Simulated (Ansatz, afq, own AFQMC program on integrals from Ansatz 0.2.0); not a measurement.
## Where AFQMC and coupled cluster stand for BPH$_{3}$, doublet

```xyz
5

B     0.0094    0.0753    1.3144
P    -0.0456   -0.0375   -0.5588
H    -0.3615    1.0750    1.8583
H     0.3099   -0.8744    1.9757
H     1.3529    0.1428   -0.7612
```

Connectivity, by distances: BH2–PH.

Basis cc-pVDZ. Noble-gas cores (and the filled d shells of Ga–Kr and In–Xe) are frozen. AFQMC by an in-house program on the Cholesky factors that Ansatz 0.2.0 writes for its CCSD(T) run. ph-AFQMC/CISD is guided by a CISD state made of CCSD amplitudes; releasing the constraint for a short imaginary time cuts its bias at the price of noise, slowly where states lie close. Error bars are statistical, one sigma.

Determinant: UHF, the one that the program's search chose, which needn't be the lowest solution. The geometry is a point of a scan.

No full CI on the walks' own integrals is used here; CCSDT(Q) serves as the reference and is uncertain by about the last step of the cluster series.

The T1 diagnostic is 0.0179 and the weight of the determinant in the CISD state is 0.880. The ⟨S²⟩ of the determinant is 0.764 and the size of the correlated space is 11 electrons in 41 orbitals.

Reference: CCSDT(Q), correlation energy -6.271 eV. The released energy is read at 2.40 1/Eh (meV from the phaseless value at times in 1/Eh: 8 ± 15 at 0.24, 6 ± 13 at 0.51, -1 ± 14 at 0.99, -3 ± 14 at 1.62, -6 ± 15 at 2.40).

```csv
level,E − E(reference) (mEh),share of correlation (%)
HF,230.46,0.00
MP2,46.48,79.83
CCSD,7.41,96.78
CCSD(T),1.41,99.39
CCSDT,0.32,99.86
ph-AFQMC/CISD,-0.01 ± 0.61,100.01
released AFQMC,-0.24 ± 0.55,100.10
```

Released energies are given only where the last usable release times agree within the noise; a slower fall can still hide under it.
